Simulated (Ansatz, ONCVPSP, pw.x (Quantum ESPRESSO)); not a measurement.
What a changed setting does to a pw.x run (sc As)

Potential: optimised norm-conserving Vanderbilt (ONCV), ONCVPSP 4.0.1.1 (patched build), PBEsol; core [Ar] 3d10, reference 4s2 4p3; waves: 4s: rc 1.70 bohr, ncon 4, nbas 8, qcut 4.8 1/bohr, 2 projectors, debl 3.8 Ha; 4p: rc 1.90 bohr, ncon 5, nbas 9, qcut 4.6 1/bohr, 1 projector; d scattering state at 0.44 Ha: rc 1.95 bohr, ncon 3, nbas 6, qcut 5.1 1/bohr, 2 projectors, debl 0.7 Ha; local part: polynomial inside 1.20 bohr (lpopt 4, dvloc0 0 Ha); core correction: none.

The reference run (k-mesh 12³, cutoffs 45/180 Ry, Fermi–Dirac 0.01 Ry, mixing_beta 0.4, conv_thr 1e-9, no spin) gives -0.20 GPa at 19.616 Å³/atom, where all-electron LAPW gives -0.40 GPa. This run, with its own iteration cap, changes conv_thr to 0.0001.

```
&control
  calculation='scf', prefix='x', pseudo_dir='./', outdir='./tmp', tstress=.true., disk_io='none'
/
&system
  ibrav=0, nat=1, ntyp=1, ecutwfc=45, ecutrho=180, nbnd=9,
  occupations='smearing', smearing='fd', degauss=0.01
/
&electrons
  conv_thr=0.0001, mixing_beta=0.4, electron_maxstep=60
/
ATOMIC_SPECIES
As 1.0 As.UPF
CELL_PARAMETERS angstrom
  2.69693296 0.00000000 0.00000000
  0.00000000 2.69693296 0.00000000
  0.00000000 0.00000000 2.69693296
ATOMIC_POSITIONS crystal
As 0.0000 0.0000 0.0000
K_POINTS automatic
12 12 12 0 0 0
```

```bash
pw.x < As.scf.in > As.scf.out
```

Question: How does the run end?

Answer: It converges in 3 iterations; the free energy moves by +0.0 meV/atom and the pressure by +0.05 GPa. The result is that of the reference run.

```
Message from routine setup:
     using ibrav=0 with symmetry is DISCOURAGED, use correct ibrav instead
     lattice parameter (alat)  =       5.0965  a.u.
     unit-cell volume          =     132.3753 (a.u.)^3
     number of electrons       =         5.00
     number of Kohn-Sham states=            9
     kinetic-energy cutoff     =      45.0000  Ry
     charge density cutoff     =     180.0000  Ry
     scf convergence threshold =      1.0E-04
     Exchange-correlation= PBESOL
     number of k points=    84  Fermi-Dirac smearing, width (Ry)=  0.0100
     iteration #  1     ecut=    45.00 Ry     beta= 0.40
     total energy              =     -12.67222354 Ry
     estimated scf accuracy    <       0.00232959 Ry
     iteration #  2     ecut=    45.00 Ry     beta= 0.40
     total energy              =     -12.67220293 Ry
     estimated scf accuracy    <       0.00082983 Ry
     iteration #  3     ecut=    45.00 Ry     beta= 0.40
     the Fermi energy is     8.4142 ev
!    total energy              =     -12.67220791 Ry
     estimated scf accuracy    <       0.00000075 Ry
     smearing contrib. (-TS)   =      -0.00238159 Ry
     The total energy is F=E-TS. E is the sum of the following terms:
     one-electron contribution =       3.92989990 Ry
     hartree contribution      =       0.47177670 Ry
     xc contribution           =      -3.15353390 Ry
     ewald contribution        =     -13.91796901 Ry
     convergence has been achieved in   3 iterations
          total   stress  (Ry/bohr**3)                   (kbar)     P=       -1.50
     Message from routine punch:
     Nothing written, as per user request (disk_io='none')
```

The run took about 6 s on one core of a shared host (Neoverse-N1, 64 threads, 124 GiB, load 52).
